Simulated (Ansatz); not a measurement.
# LiNH radical (SMILES [Li][NH]): single points off equilibrium

How do the functionals fare away from a minimum? The structure is a structure displaced at random from a GFN2-xTB minimum.

Method: single points in def2-TZVPP; program: Ansatz 0.2.0, Gaussian basis.

Cores are frozen in the correlated methods. The outer core shell of Li, Na, Mg and K is correlated. Orbitals are unrestricted. B3LYP uses VWN-RPA correlation.

## (1) The system as given

SMILES `[Li][NH]`, 3 atoms, charge 0, spin multiplicity 2.

Atoms are counted from 1 here; the program's logs count them from 0.

Bond lengths: Li1–N2 1.804 Å, N2–H3 0.800 Å. Angles: Li1–N2–H3 143.5°.

As a file:

```tsv
atom	x (Å)	y (Å)	z (Å)
Li1	-1.14750	0.76600	-0.54250
N2	0.31860	-0.07120	0.09260
H3	0.61460	-0.78700	0.29310
```

## (2) CCSD(T)/def2-TZVPP

run/in.yaml

```yaml
crystal:
  periodic: [false, false, false]
  atoms:
    - {symbol: Li, position_ang: [-1.147500, 0.766000, -0.542500]}
    - {symbol: N, position_ang: [0.318600, -0.071200, 0.092600]}
    - {symbol: H, position_ang: [0.614600, -0.787000, 0.293100]}
basis:
  gaussian: {orbitals: def2-TZVPP}
magnetization: {spin_polarized: true, initial_magnetization: 1}
correlation: {method: ccsd_t}
scf: {omitted_lower_state_checks: [cluster_reference]}
output: {forces: true}
```

No record of the launch command was kept for these runs.

## (3) PBE0-D4/def2-TZVPP

Edit run/in.yaml of step 2 so:

```diff
@@ -9,4 +9,3 @@
 magnetization: {spin_polarized: true, initial_magnetization: 1}
-correlation: {method: ccsd_t}
-scf: {omitted_lower_state_checks: [cluster_reference]}
-output: {forces: true}
+hamiltonian: {xc: pbe0, dispersion: d4}
+output: {forces: true, orbitals: {seedname: orbitals}}
```

## (4) wB97M-V/def2-TZVPP

Edit run/in.yaml of step 3 so:

```diff
@@ -9,3 +9,3 @@
 magnetization: {spin_polarized: true, initial_magnetization: 1}
-hamiltonian: {xc: pbe0, dispersion: d4}
-output: {forces: true, orbitals: {seedname: orbitals}}
+hamiltonian: {xc: {name: wB97M-V}}
+output: {forces: true}
```

## (5) r2SCAN-D4/def2-TZVPP

Edit run/in.yaml of step 4 so:

```diff
@@ -9,3 +9,3 @@
 magnetization: {spin_polarized: true, initial_magnetization: 1}
-hamiltonian: {xc: {name: wB97M-V}}
+hamiltonian: {xc: r2scan, dispersion: d4}
 output: {forces: true}
```

## (6) PBE-D4/def2-TZVPP

Edit run/in.yaml of step 5 so:

```diff
@@ -9,3 +9,3 @@
 magnetization: {spin_polarized: true, initial_magnetization: 1}
-hamiltonian: {xc: r2scan, dispersion: d4}
+hamiltonian: {xc: pbe, dispersion: d4}
 output: {forces: true}
```

## (7) B3LYP-D4/def2-TZVPP

Edit run/in.yaml of step 6 so:

```diff
@@ -9,3 +9,3 @@
 magnetization: {spin_polarized: true, initial_magnetization: 1}
-hamiltonian: {xc: pbe, dispersion: d4}
+hamiltonian: {xc: {name: B3LYP}, dispersion: d4}
 output: {forces: true}
```

## (8) r2SCANh-D4/def2-TZVPP

Edit run/in.yaml of step 7 so:

```diff
@@ -9,3 +9,3 @@
 magnetization: {spin_polarized: true, initial_magnetization: 1}
-hamiltonian: {xc: {name: B3LYP}, dispersion: d4}
+hamiltonian: {xc: {name: r2SCANh}, dispersion: d4}
 output: {forces: true}
```

(Steps that only read results are left out.)

Before running it: what results should come out? Wanted: energy less free atoms, CCSD(T)/def2-TZVPP; RMS force component; RMS force error; HOMO and LUMO, PBE0-D4; T1 diagnostic.

As calculated:

| quantity | value |
| --- | --- |
| energy less free atoms, CCSD(T)/def2-TZVPP | -4.037 eV |
| RMS force component | 9.377 to 9.595 eV/Å over the methods |
| RMS force error | PBE0-D4 0.062, wB97M-V 0.069, r2SCAN-D4 0.043, PBE-D4 0.152, B3LYP-D4 0.074, r2SCANh-D4 0.069 eV/Å |
| HOMO and LUMO, PBE0-D4 | -4.40 and -1.01 eV |
| T1 diagnostic | 0.013 |

Against CCSD(T) the functionals' energies less atoms differ by -0.617 to -0.289 eV, PBE-D4 by -0.559 eV. CCSD(T) in triple zeta still lacks some correlation energy of the bonds, so part of these gaps is its own basis error and they don't rank the functionals. For forces r2SCAN-D4 does best and PBE-D4 worst. Frozen-core CCSD(T) forces in triple zeta carry basis errors of their own, and this is one geometry, so small gaps rank nothing.
